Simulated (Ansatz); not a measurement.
C6H14O, SMILES `CCCCC(C)O`, relaxed with RKS PBE-D4/def2-SVP in Ansatz from a rough embedded geometry. The force threshold is 0.03 eV/Å; the program also tests the step.

Charge 0, multiplicity 1.

Start:

```xyz
21

C    -1.069   -1.267    2.647
C    -0.540   -1.148    1.223
C    -0.911    0.195    0.598
C    -0.461    0.325   -0.858
C     1.046    0.582   -0.999
C     1.454    0.605   -2.473
O     1.428    1.774   -0.346
H    -0.792   -2.225    3.080
H    -2.155   -1.186    2.659
H    -0.660   -0.476    3.272
H    -0.952   -1.956    0.614
H     0.546   -1.259    1.235
H    -0.458    1.001    1.179
H    -1.996    0.316    0.646
H    -0.993    1.160   -1.324
H    -0.719   -0.582   -1.407
H     1.607   -0.202   -0.482
H     1.276   -0.364   -2.930
H     2.510    0.846   -2.562
H     0.879    1.355   -3.014
H     0.959    2.508   -0.760
```

Question: How much energy does the relaxation release, and in how many steps? (Best estimate.)

Answer: Computed: 0.13 eV, in 7 steps.

Question: Which bonds change most? (An estimate is asked.)

Answer: Ansatz gave: C6–H18 from 1.086 to 1.110 Å; C6–H20 from 1.089 to 1.113 Å; C1–H10 from 1.088 to 1.110 Å; C1–H9 from 1.088 to 1.111 Å.

Question: Give the relaxed structure. (Estimate.)

Answer: Computed: 
```xyz
21

C    -1.049   -1.219    2.695
C    -0.524   -1.118    1.262
C    -0.971    0.163    0.549
C    -0.480    0.295   -0.897
C     1.037    0.507   -1.038
C     1.466    0.669   -2.497
O     1.488    1.602   -0.240
H    -0.716   -2.154    3.191
H    -2.159   -1.203    2.721
H    -0.694   -0.368    3.313
H    -0.860   -2.002    0.674
H     0.587   -1.169    1.276
H    -0.607    1.044    1.121
H    -2.082    0.216    0.563
H    -0.992    1.158   -1.385
H    -0.775   -0.601   -1.488
H     1.563   -0.376   -0.611
H     1.214   -0.228   -3.100
H     2.558    0.841   -2.561
H     0.952    1.539   -2.962
H     1.045    2.401   -0.589
```
